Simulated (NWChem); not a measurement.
NO cation

All runs: NWChem. The geometry was optimised at B3LYP/6-31G* (spherical d). Vertical excitations in the gas phase.

Question: Estimate the computed values for PBE/def2-SVPD, TDA. Quantities: lowest excitation, singlet (eV); oscillator strength of that lowest state; orbital gap (eV).

Answer: 
```
Quantity                                  Result
----------------------------------------  ------
lowest excitation, singlet (eV)             9.77
oscillator strength of that lowest state   0.018
orbital gap (eV)                            8.31
```
